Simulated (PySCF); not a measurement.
# PH: from constants to spectrum

UHF-CCSD(T) constants of PH, ³Σ⁻ (triplet), unpaired electrons π ↑↑ (PySCF, no relativity, basis sets P pcseg-2, H pcseg-2; masses 30.9738 and 1.0078 u):

| Quantity | Value |
| --- | --- |
| ωe | 2380.1 cm⁻¹ |
| ωexe | 43.5 cm⁻¹ |
| Be | 8.5418 cm⁻¹ |
| αe | 0.249 cm⁻¹ |
| D (centrifugal) | 0.000440 cm⁻¹ |
| De to P + H | 3.08 eV |

Q: Give the vibrational terms G(v) and spacings up to v = 6.

A: G(v) = ωe(v+½) − ωexe(v+½)².

```csv
v,G(v) (cm⁻¹),G(v) − G(v−1),Bv (cm⁻¹)
0,1179,,8.417
1,3472,2293,8.168
2,5678,2206,7.919
3,7797,2119,7.670
4,9830,2032,7.421
5,11775,1945,7.172
6,13633,1858,6.923
```

Q: How well does the Morse estimate ωe²/(4ωexe) reproduce De, and what is D0?

A: It gives 4.04 eV, 131 % of the computed De. D0 = De − G(0) = 3.08 − 0.15 = 2.93 eV.

Correlated steps freeze 5 core orbitals. The state is the lowest determinant that a PBE0 search found; another state may lie lower at other levels.
